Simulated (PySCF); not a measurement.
(CH3)2NH, optimised at PBE/def2-SVP:

```xyz
10

C      1.1911     0.1509     0.1151
N     -0.0178     0.2058    -0.6839
C     -1.2273    -0.0648     0.0687
H      1.3458    -0.8099     0.6783
H      1.1802     0.9646     0.8730
H      2.0816     0.3145    -0.5255
H      0.0558    -0.4497    -1.4700
H     -1.2309    -1.0397     0.6290
H     -2.1077    -0.0592    -0.6059
H     -1.3894     0.7354     0.8237
```

Energies from PySCF (xtb for GFN2), thermal terms from the rigid-rotor harmonic-oscillator model, ideal gas at 1 bar. 6-31G* has spherical d functions here. All species are closed-shell singlets. B3LYP is the form with VWN-RPA correlation.

Q: List the harmonic frequencies (cm⁻¹, unscaled) at this level and at the other levels, each on its own geometry.

A: 
- PBE/def2-SVP: 246, 264, 371, 740, 947, 1000, 1068, 1139, 1183, 1218, 1376, 1397, 1398, 1412, 1422, 1446, 1455, 2831, 2840, 2981, 2983, 3047, 3047, 3448
- B3LYP/6-31G*: 245, 272, 387, 796, 956, 1047, 1113, 1185, 1203, 1285, 1468, 1497, 1500, 1513, 1526, 1545, 1548, 2939, 2946, 3068, 3069, 3116, 3117, 3498
- GFN2-xTB: 224, 259, 395, 824, 972, 1015, 1068, 1173, 1177, 1234, 1396, 1421, 1422, 1486, 1492, 1498, 1503, 2842, 2851, 2999, 3003, 3023, 3023, 3351
- HF/6-31G*: 243, 288, 415, 857, 1014, 1130, 1200, 1281, 1311, 1391, 1590, 1623, 1633, 1639, 1651, 1665, 1669, 3128, 3137, 3232, 3236, 3274, 3276, 3760
- PBE0/def2-TZVP: 234, 263, 381, 773, 965, 1033, 1102, 1185, 1203, 1269, 1434, 1462, 1469, 1481, 1488, 1511, 1515, 2948, 2952, 3067, 3069, 3120, 3121, 3560
